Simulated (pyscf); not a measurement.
Thermochemistry of product channels of F–SiH₂–O–SiH₃ + F–CH•–F on the doublet surface, in kcal/mol, from ωB97M-D3(BJ)/def2-TZVP energies (ideal gas, 1 atm, RRHO with modes under 100 cm⁻¹ raised to 100, one conformer, R ln 2 for chiral ones without a mode under 150 cm⁻¹). Structures and frequencies: ωB97X-D3(BJ)/def2-SVP in PySCF.

```json
[
 {"products": "F–CH(F)–SiH(F)–O–SiH₃ + H atom (H•)", "ΔE": "+12.2", "ΔH(298 K)": "+10.0", "ΔG(298 K)": "+15.6", "ΔG(900 K)": "+24.7"},
 {"products": "F–SiH•–O–SiH₃ + F–CH₂–F", "ΔE": "-7.1", "ΔH(298 K)": "-4.8", "ΔG(298 K)": "-4.4", "ΔG(900 K)": "-3.3"},
 {"products": "F–SiH(F)–O–SiH₃ + •H₂C–F", "ΔE": "-49.5", "ΔH(298 K)": "-48.9", "ΔG(298 K)": "-48.6", "ΔG(900 K)": "-48.5"}
]
```

These are energies of the channels, which say nothing of barriers.
